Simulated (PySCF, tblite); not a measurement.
**methoxyacetic acid (C3H6O3): a rotation path, then NMR shifts on frames**

Aim: move methoxyacetic acid (C3H6O3) (`COCC(=O)O`) away from its starting geometry and see how NMR shifts follow the geometry.

The runs use tblite 0.8.0 and PySCF 2.14.0, with density-fitted response routines of our own; the level of theory stands in each step. All values are computed, except where a source is named. Atoms are numbered from 0 throughout.

## 1. The starting structure

12 atoms, charge 0, multiplicity 1; geometry from: GFN2-xTB.

Bonds of the start (Å): C0–O1 1.41, O1–C2 1.40, C2–C3 1.52, C3–O4 1.20, C3–O5 1.34, C0–H6 1.10, C0–H7 1.09, C0–H8 1.09, C2–H9 1.10, C2–H10 1.09, O5–H11 0.97.

## 2. A band between two rotamers with GFN2-xTB

Job settings and geometry (Å):

```
{"job": {"kind": "neb", "xc": "GFN2-xTB", "basis": "xTB", "atoms": [3, 2, 1, 0], "turn": 120}, "charge": 0, "multiplicity": 1}
C     -1.748681     0.321482    -0.402709
O     -0.993616    -0.865362    -0.276527
C      0.169968    -0.731105     0.483569
C      1.272025     0.088149    -0.170833
O      1.206189     0.680515    -1.210420
O      2.374824     0.078683     0.591442
H     -2.027531     0.713240     0.583868
H     -1.203448     1.089274    -0.956585
H     -2.646729     0.048377    -0.952394
H     -0.037141    -0.278477     1.467767
H      0.554736    -1.742117     0.645771
H      3.080602     0.596654     0.171022
```

With the program's defaults for keys left out, this is: GFN2-xTB climbing-image nudged elastic band, gas phase.

The run is started by

```console
OMP_NUM_THREADS=1 python probes_run.py task.json out
```

The driver reads the jobs from task.json and runs them one after another.

Standard output:

```text
image   E - E0 / eV
  0      -0.0000
  1       0.0179
  2       0.0715
  3       0.1520
  4       0.1856
  5       0.1223
  6       0.0466
  7       0.0097
  8       0.0002
```

Run time: 2.5 s. Hardware: 1 thread of Arm Neoverse V1, shared host; peak memory 0.18 GiB.

The final band, with the dihedral C3–C2–O1–C0:

| image | dihedral (°) | energy (eV) | energy (kcal/mol) |
| --- | --- | --- | --- |
| 0 | -70 | 0.000 | 0.0 |
| 1 | -59 | 0.018 | 0.4 |
| 2 | -45 | 0.072 | 1.6 |
| 3 | -23 | 0.152 | 3.5 |
| 4 | 3 | 0.186 | 4.3 |
| 5 | 32 | 0.122 | 2.8 |
| 6 | 50 | 0.047 | 1.1 |
| 7 | 61 | 0.010 | 0.2 |
| 8 | 70 | 0.000 | 0.0 |

## 3. Shielding tensors: image 0, PBE0/pcSseg-1

Job settings and geometry (Å):

```
{"job": {"kind": "nmr", "xc": "PBE0", "basis": "pcSseg-1", "pop": false}, "charge": 0, "multiplicity": 1}
C     -1.748700     0.321500    -0.402700
O     -0.993600    -0.865400    -0.276500
C      0.170000    -0.731100     0.483600
C      1.272000     0.088100    -0.170800
O      1.206200     0.680500    -1.210400
O      2.374800     0.078700     0.591400
H     -2.027500     0.713200     0.583900
H     -1.203400     1.089300    -0.956600
H     -2.646700     0.048400    -0.952400
H     -0.037100    -0.278500     1.467800
H      0.554700    -1.742100     0.645800
H      3.080600     0.596700     0.171000
```

Level: GIAO PBE0/pcSseg-1 NMR shielding, non-relativistic, gas phase.

Standard output:

```text
coarse grid: 10240 points
cycle   1  E = -342.9343837461  dE =  9.720e-01  |g| = 1.013e+00  |ddm| = 2.950e+00
cycle   2  E = -342.5309429267  dE =  4.034e-01  |g| = 1.800e+00  |ddm| = 1.918e+00
cycle   3  E = -343.1052029817  dE = -5.743e-01  |g| = 2.915e-01  |ddm| = 1.382e+00
cycle   4  E = -343.1194562983  dE = -1.425e-02  |g| = 9.294e-02  |ddm| = 2.207e-01
cycle   5  E = -343.1208499470  dE = -1.394e-03  |g| = 1.873e-02  |ddm| = 5.633e-02
cycle   6  E = -343.1209232026  dE = -7.326e-05  |g| = 4.902e-03  |ddm| = 1.632e-02
cycle   7  E = -343.1209275230  dE = -4.320e-06  |g| = 1.250e-03  |ddm| = 3.436e-03
final grid: 99480 points
cycle   8  E = -343.1873540802  dE = -1.284e-05  |g| = 1.440e-02  |ddm| = 1.876e-02
cycle   9  E = -343.1872978540  dE =  5.623e-05  |g| = 2.302e-02  |ddm| = 2.057e-02
cycle  10  E = -343.1873886456  dE = -9.079e-05  |g| = 2.730e-03  |ddm| = 1.390e-02
cycle  11  E = -343.1873900201  dE = -1.374e-06  |g| = 3.812e-04  |ddm| = 1.726e-03
cycle  12  E = -343.1873900445  dE = -2.446e-08  |g| = 1.216e-04  |ddm| = 3.634e-04
cycle  13  E = -343.1873900478  dE = -3.268e-09  |g| = 1.781e-05  |ddm| = 1.116e-04
cycle  14  E = -343.1873900478  dE = -5.264e-11  |g| = 8.047e-06  |ddm| = 1.716e-05
converged SCF energy = -343.1873900478

GIAO shielding tensors (ppm)
atom      isotropic    diamagn.    paramagn.     s11        s22        s33       span
  0 C      126.978     246.206    -119.228     92.437    105.073    183.424     90.987
  1 O      323.907     393.736     -69.828    297.781    320.781    353.161     55.380
  2 C      115.942     246.298    -130.356     89.180     95.663    162.984     73.805
  3 C       11.032     252.455    -241.423    -95.385     53.185     75.294    170.679
  4 O     -100.810     402.893    -503.703   -355.683   -228.559    281.812    637.496
  5 O      133.817     391.056    -257.240    -17.782    156.348    262.884    280.666
  6 H       28.762      29.733      -0.971     25.304     26.550     34.431      9.127
  7 H       27.300      30.540      -3.239     22.359     27.364     32.177      9.818
  8 H       27.890      28.638      -0.749     24.185     25.368     34.117      9.931
  9 H       27.857      29.905      -2.047     23.683     28.005     31.883      8.199
 10 H       27.148      28.274      -1.126     22.489     26.885     32.069      9.580
 11 H       25.666      29.834      -4.168     19.978     22.956     34.065     14.087
```

It took 12 s on 1 thread of Arm Neoverse V1, shared host; peak memory 0.68 GiB.

The references, computed at this level on geometries of the same kind, shield at (ppm): 1H TMS 31.72, 13C TMS 186.9, 17O H2O 336.1. Their shielding less the atom's gives the shift. The references are single molecules in the gas phase, so shifts against H2O, NH3, PH3, H3PO4 or CFCl3 are not on the usual liquid scales and can be off by tens of ppm. Each atom is listed at this fixed geometry, with no averaging over motion; a spectrum would average atoms that exchange fast.

| atoms | environment | σ (ppm) | δ (ppm) |
| --- | --- | --- | --- |
| C3 | carboxylic acid carbon | 11.0 | 175.9 |
| C2 | sp3 CH2 bonded to O, α to a carbonyl | 115.9 | 71.0 |
| C0 | methyl carbon bonded to O | 127.0 | 59.9 |
| H11 | hydrogen on an acid hydroxyl oxygen | 25.67 | 6.05 |
| H10 | hydrogen on an sp3 CH2 bonded to O, α to a carbonyl | 27.15 | 4.57 |
| H7 | hydrogen on a methyl carbon bonded to O | 27.30 | 4.42 |
| H9 | hydrogen on an sp3 CH2 bonded to O, α to a carbonyl | 27.86 | 3.86 |
| H8 | hydrogen on a methyl carbon bonded to O | 27.89 | 3.83 |
| H6 | hydrogen on a methyl carbon bonded to O | 28.76 | 2.96 |
| O4 | carbonyl oxygen | -100.8 | 436.9 |
| O5 | acid hydroxyl oxygen | 133.8 | 202.3 |
| O1 | ether oxygen | 323.9 | 12.2 |

Orbitals, density, ELF and potential are computed afterwards from the orbital file.

Frontier orbitals at PBE0/pcSseg-1, with the share of their density that lies nearest to each atom:

| orbital | energy (eV) | lies on |
| --- | --- | --- |
| HOMO | -7.53 | O1 46 %; O4 17 %; H7 7 % |
| LUMO | 0.15 | C3 46 %; O4 26 %; O5 9 % |

ELF in a plane through or near 6 of the atoms.

Ten even steps from '0' (0.00) to '9' (1.00):
```
0000000000000000000000000000
0000000000000000000000000000
0000000000000000000000000000
0000000000111000000000000000
0000000014554200163000000000
0000000016777410899200000000
0000145004777512999400000000
0000689601677302999445300000
0000789943355101884689840000
0000258878216200419799850000
0000027866488543564577410000
0000027883152245542111000000
0000015750034353441000000000
0000001200156641130000000000
0000000000254310000000000000
0000000000121000000000000000
0000000000000000000000000000
0000000000000000000000000000
0000000000000000000000000000
0000000000000000000000000000
```
The map spans 11.3 Å across and 8.5 Å up, centred on the molecule. Atoms in the plane (x, y in Å): C0 (1.8, 0.3), C2 (-0.3, -0.8), C3 (-1.2, 0.3), O5 (-2.4, 0.0), H7 (1.4, 1.3), H11 (-3.0, 0.7).

On the surface of density 0.002 e/bohr³ the electrostatic potential runs, from the 1st to the 99th percentile, from -1.54 V near O4 to 2.50 V near H11.

## 4. NMR shieldings: image 2, PBE0/pcSseg-1

Job settings and geometry (Å):

```
{"job": {"kind": "nmr", "xc": "PBE0", "basis": "pcSseg-1", "pop": false}, "charge": 0, "multiplicity": 1}
C     -1.703100     0.327900    -0.486600
O     -1.074200    -0.890600    -0.133100
C      0.167600    -0.799200     0.502900
C      1.188300     0.169800    -0.065200
O      1.041200     0.978100    -0.938100
O      2.351200     0.021700     0.587400
H     -1.613900     1.078200     0.303800
H     -1.281000     0.729200    -1.410200
H     -2.753800     0.087000    -0.639900
H      0.059500    -0.539300     1.571000
H      0.605000    -1.800900     0.446000
H      3.014500     0.637400     0.235800
```

Method: GIAO PBE0/pcSseg-1 NMR shielding, non-relativistic, gas phase.

Standard output:

```text
coarse grid: 10240 points
cycle   1  E = -342.9295753357  dE =  9.718e-01  |g| = 1.014e+00  |ddm| = 2.947e+00
cycle   2  E = -342.5357595076  dE =  3.938e-01  |g| = 1.788e+00  |ddm| = 1.829e+00
cycle   3  E = -343.1004515646  dE = -5.647e-01  |g| = 2.883e-01  |ddm| = 1.312e+00
cycle   4  E = -343.1143838560  dE = -1.393e-02  |g| = 9.278e-02  |ddm| = 2.196e-01
cycle   5  E = -343.1157773598  dE = -1.394e-03  |g| = 1.845e-02  |ddm| = 5.629e-02
cycle   6  E = -343.1158488225  dE = -7.146e-05  |g| = 4.794e-03  |ddm| = 1.590e-02
cycle   7  E = -343.1158530261  dE = -4.204e-06  |g| = 1.165e-03  |ddm| = 3.381e-03
final grid: 99480 points
cycle   8  E = -343.1829166845  dE = -1.276e-05  |g| = 1.421e-02  |ddm| = 1.973e-02
cycle   9  E = -343.1828594844  dE =  5.720e-05  |g| = 2.301e-02  |ddm| = 1.999e-02
cycle  10  E = -343.1829505008  dE = -9.102e-05  |g| = 2.783e-03  |ddm| = 1.345e-02
cycle  11  E = -343.1829519232  dE = -1.422e-06  |g| = 3.772e-04  |ddm| = 1.737e-03
cycle  12  E = -343.1829519473  dE = -2.411e-08  |g| = 1.182e-04  |ddm| = 3.488e-04
cycle  13  E = -343.1829519504  dE = -3.100e-09  |g| = 1.665e-05  |ddm| = 1.059e-04
cycle  14  E = -343.1829519505  dE = -4.923e-11  |g| = 7.219e-06  |ddm| = 1.611e-05
converged SCF energy = -343.1829519505

GIAO shielding tensors (ppm)
atom      isotropic    diamagn.    paramagn.     s11        s22        s33       span
  0 C      128.031     245.799    -117.768     99.550    106.031    178.513     78.964
  1 O      335.726     393.412     -57.687    303.971    318.682    384.524     80.553
  2 C      117.867     245.169    -127.301     92.727     95.780    165.096     72.369
  3 C        9.521     252.359    -242.838    -97.242     50.311     75.494    172.736
  4 O     -104.150     403.666    -507.817   -358.201   -222.253    268.003    626.204
  5 O      132.438     391.139    -258.701    -17.297    150.794    263.817    281.114
  6 H       28.701      30.445      -1.744     25.814     26.406     33.882      8.068
  7 H       26.651      30.196      -3.545     21.613     26.354     31.986     10.373
  8 H       28.074      28.538      -0.464     24.185     25.969     34.067      9.882
  9 H       27.369      29.054      -1.685     22.541     27.620     31.947      9.406
 10 H       27.108      28.179      -1.071     22.510     26.830     31.984      9.474
 11 H       25.777      30.099      -4.322     20.034     23.176     34.121     14.087
```

Wall time 8.4 s (1 thread of Arm Neoverse V1, shared host); peak memory 0.65 GiB.

Key values: δ C3 177.4, C2 69.1, C0 58.9, O4 440.2, H11 5.94, H7 5.07 ppm.

[end of part 1 of 2]
